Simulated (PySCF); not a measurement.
Bonds broken one at a time in the series B CH3-SiH3. All species are isolated molecules in the gas phase. Strings in code marks are SMILES.

The highest occupied spin orbital from two functionals at the same geometries (B3LYP-D3(BJ)/def2-TZVP), both in PySCF: PBE-D3(BJ)/def2-TZVP and ωB97X-D3(BJ)/def2-TZVP. 

| species | PBE-D3(BJ)/def2-TZVP (eV) |
|---|---|
| radical fragment (`C[B]C`) | -3.74 |
| radical fragment (`[CH3]`) | -5.38 |
| radical fragment (`[B](C)[SiH3]`) | -4.07 |
| radical fragment (`[SiH3]`) | -5.33 |
| radical fragment (`[SiH3][B][SiH3]`) | -4.57 |

**Question.** What does ωB97X-D3(BJ)/def2-TZVP give for each?

**Answer.** 
- radical fragment (`C[B]C`): -7.21
- radical fragment (`[CH3]`): -9.18
- radical fragment (`[B](C)[SiH3]`): -7.43
- radical fragment (`[SiH3]`): -8.60
- radical fragment (`[SiH3][B][SiH3]`): -7.90
Over these rows, drawn at random from the members with no instability flagged (it was tested for open shells, ions and some series alone), PBE minus ωB97X-D3(BJ): mean +3.45 eV, from +3.27 eV to +3.79 eV.
